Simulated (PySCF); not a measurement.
Species: C₂H₂ClS (charge -1).
SMILES with atom numbers: `[CH2:1]=[C:2]([S-:3])[Cl:4]` (hydrogens: H5, H6 on C1)

A PySCF run (density fitting, gas phase, GFN2-xTB geometry) gave HOMO -0.76 eV, LUMO 3.01 eV and E = -935.417 Eh.

Problem. Which of these levels was it?
A. PBE0/aug-pcSseg-1
B. HF/pcSseg-1
C. wB97X-D/6-311+G(2d,p)

Solution. A. It is PBE0/aug-pcSseg-1. All candidates on this geometry:

```json
{"level and settings": "PBE0/aug-pcSseg-1, start guess atom", "kind": "global hybrid", "basis functions": "136", "SCF cycles": "12", "E (Eh)": "-935.4174", "HOMO (eV)": "-0.76", "LUMO (eV)": "3.01"}
{"level and settings": "wB97X-D/6-311+G(2d,p), energy threshold 1e-07 Eh, damping 0.2 at the start, DIIS from the seventh cycle", "kind": "range-separated hybrid", "basis functions": "136", "SCF cycles": "11", "E (Eh)": "-935.8510", "HOMO (eV)": "-2.46", "LUMO (eV)": "5.16"}
{"level and settings": "HF/pcSseg-1, start guess huckel", "kind": "Hartree–Fock", "basis functions": "92", "SCF cycles": "12", "E (Eh)": "-933.8618", "HOMO (eV)": "-2.63", "LUMO (eV)": "9.02"}
```

The nearest other candidate, by the summed differences of HOMO and LUMO, is wB97X-D/6-311+G(2d,p): its HOMO differs by -1.70 eV and its LUMO by +2.15 eV. wB97X-D ran without the empirical dispersion term, which would shift the total energy alone. All basis functions are spherical, in the Pople sets too.
